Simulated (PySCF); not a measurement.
Gas-phase reaction: 2 BCl2 + HCl = BHCl2 + BCl3

Computed with PySCF (xtb for GFN2) and rigid-rotor harmonic-oscillator thermochemistry at 1 bar. † marks an energy on the PBE0/def2-TZVP geometry and frequencies; other levels use their own. CCSD(T) freezes the core. 6-31G* has spherical d functions here. Open shells (unrestricted): BCl2 (multiplicity 2); the rest are closed-shell singlets. GFN2 has no spin-polarisation term. CCSD(T) isn't extrapolated to the basis-set limit; its ΔH°(298 K) is -505.6 kJ in def2-SVP and -496.1 kJ in def2-TZVPP. The harmonic model lacks anharmonicity and excited electronic states, which grow with temperature; levels with a mode under 35 cm⁻¹ are left out.

| level | ΔE electronic, kJ | ΔH°(298 K), kJ | ΔS°(298 K), J/K | ΔG°(1400 K), kJ |
|---|---|---|---|---|
| CCSD(T)/def2-SVP† | -517 | -506 | -170 | -270 |
| CCSD(T)/def2-TZVPP† | -508 | -496 | -170 | -260 |
| GFN2-xTB | -526 | -515 | -165 | -290 |
| HF/6-31G* | -441 | -428 | -171 | -188 |
| HF/def2-TZVP† | -419 | -407 | -170 | -171 |
| M06-2X/def2-TZVP† | -509 | -497 | -170 | -261 |
| PBE/def2-SVP | -514 | -503 | -169 | -268 |
| PBE0/def2-QZVP† | -492 | -480 | -170 | -245 |
| LDA/def2-TZVP† | -548 | -536 | -170 | -300 |
| ωB97M-V/def2-TZVP† | -533 | -521 | -170 | -286 |
| ωB97X-V/def2-TZVP† | -524 | -513 | -170 | -277 |
ΔH° is lowest at LDA/def2-TZVP† and highest at HF/def2-TZVP†. No reference value is set beside these.
